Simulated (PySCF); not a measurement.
Results of MP2 (GTH pseudopotentials, Gaussian basis; PySCF) for grey tin (α-Sn).

The same calculation (at the measured cell, 34.059 Å³/atom) with different numerical settings; throughout: k mesh 2×2×2:

| run | basis | correlation energy (eV/atom) | total energy (eV/atom) |
|---|---|---|---|
| 1 | DZ | -1.9072 | -92.7759 |
| 2 | TZ | -2.4777 | -93.4265 |
| 3 | QZ | -2.7237 | -93.7108 |

In the column total energy (eV/atom) the first row differs from the last by +0.9349 and the next to last by +0.2843.

The last row is no converged limit: other settings stay fixed.
